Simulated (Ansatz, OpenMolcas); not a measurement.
# BH2F (SMILES BF): the energy, rung by rung

BH2F has 4 atoms, charge 0, and is taken as a singlet. As SMILES, `BF`. The coordinates come from a PBE0-D4/def2-TZVP relaxation.

```xyz
4

B    -0.0273   -0.0040   -0.0308
F     1.0612   -0.2967    0.6499
H    -1.0125   -0.6491    0.1862
H     0.0342    0.8896   -0.8256
```

Quantity: the energy change with the B1–H3 bond stretched from 1.197 to 1.377 Å, in eV. The values are calculated.

| level | kind | program | value (eV) |
| --- | --- | --- | --- |
| SVWN5/cc-pVTZ (restricted) | LDA | OpenMolcas | 0.24 |
| PBE/cc-pVTZ (restricted) | GGA | OpenMolcas | 0.25 |
| M06-2X/cc-pVTZ (restricted) | hybrid meta-GGA | OpenMolcas | 0.32 |
| PBE0/cc-pVTZ (restricted) | global hybrid | OpenMolcas | 0.29 |
| wB97X/cc-pVTZ (restricted) | range-separated hybrid | Ansatz | 0.30 |
| B2PLYP/cc-pVTZ (restricted) | double hybrid | Ansatz | 0.32 |
| MP2/cc-pVTZ (restricted) | perturbation theory | OpenMolcas | 0.32 |
| CCSD/cc-pVTZ (restricted) | coupled cluster or CI | Ansatz | 0.31 |

The first shape isn't each level's own minimum. The values span 0.24 to 0.32 eV.
